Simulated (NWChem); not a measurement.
Correlation energy of CH2 (+1)

```
C
H 1 1.1199
H 1 1.1199 2 141.48
```
Charge +1, spin multiplicity 2.

The numbers come from NWChem runs, not from measurements. The geometry was optimised at UPBE/def2-SVP, a minimum by its harmonic frequencies.

Basis set: cc-pVQZ. Each correlation energy counts from its own Hartree-Fock reference.

The correlated methods keep 1 core orbital frozen. This spin state was chosen for the runs; another may lie lower. The structure started from a generated list of species. The unpaired electrons of the parent sit in orbitals of symmetry a1 (C2v labels of the run); other states weren't searched. No SCF solution was tested for a lower state. Open-shell Hartree-Fock references start from PBE0 orbitals. No row is a measurement; the coupled-cluster row has its own basis-set and correlation limits.

```json
[
 {"method": "UMP2", "correlation energy (mHa)": "-102.6"},
 {"method": "CCSD(T) on ROHF", "correlation energy (mHa)": "-127.0"},
 {"method": "CCSD[T] on ROHF", "correlation energy (mHa)": "-127.0"},
 {"method": "CCSD on ROHF", "correlation energy (mHa)": "…"},
 {"method": "URI-MP2", "correlation energy (mHa)": "-102.6"},
 {"method": "SCS-UMP2", "correlation energy (mHa)": "…"}
]
```

Q: Fill in the missing entries.

A: 
- CCSD on ROHF, correlation energy (mHa): -124.4
- SCS-UMP2, correlation energy (mHa): -111.6
